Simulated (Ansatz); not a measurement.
C$_{2}$H$_{8}$Si (`CC[SiH3]`), relaxed with RKS PBE0-D4/def2-TZVP in the Gaussian-basis code of Ansatz from a PBE-D4/def2-SVP geometry. The force threshold is 0.005 eV/Å; the program also tests the step.

The species carries charge 0 and has multiplicity 1.

Start:

```xyz
11

C    -1.297    0.251    0.570
C    -0.102   -0.658    0.253
Si    1.293    0.200   -0.707
H    -2.088   -0.289    1.131
H    -1.764    0.650   -0.354
H    -0.996    1.124    1.186
H    -0.426   -1.541   -0.341
H     0.338   -1.070    1.188
H     1.834    1.368    0.077
H     0.783    0.721   -2.026
H     2.425   -0.757   -0.978
```

```json
{"step": "1", "energy (eV)": "-10077.1439", "largest force (eV/Å)": "0.483", "largest move (Å)": "0.000"}
{"step": "2", "energy (eV)": "-10077.1788", "largest force (eV/Å)": "0.140", "largest move (Å)": "0.026"}
{"step": "3", "energy (eV)": "-10077.1819", "largest force (eV/Å)": "0.027", "largest move (Å)": "0.012"}
{"step": "4", "energy (eV)": "-10077.1820", "largest force (eV/Å)": "0.010", "largest move (Å)": "0.003"}
{"step": "5", "energy (eV)": "-10077.1820", "largest force (eV/Å)": "0.013", "largest move (Å)": "0.004"}
{"step": "6", "energy (eV)": "-10077.1820", "largest force (eV/Å)": "0.001", "largest move (Å)": "0.001"}
```

End:

```xyz
11

C    -1.280    0.252    0.562
C    -0.097   -0.660    0.252
Si    1.276    0.197   -0.698
H    -2.062   -0.276    1.114
H    -1.733    0.643   -0.353
H    -0.974    1.110    1.166
H    -0.425   -1.528   -0.332
H     0.329   -1.063    1.177
H     1.802    1.352    0.081
H     0.764    0.713   -1.997
H     2.401   -0.739   -0.972
```

Run time 15 s (2 threads of a server CPU on a shared host); peak host memory 0.3 GiB.
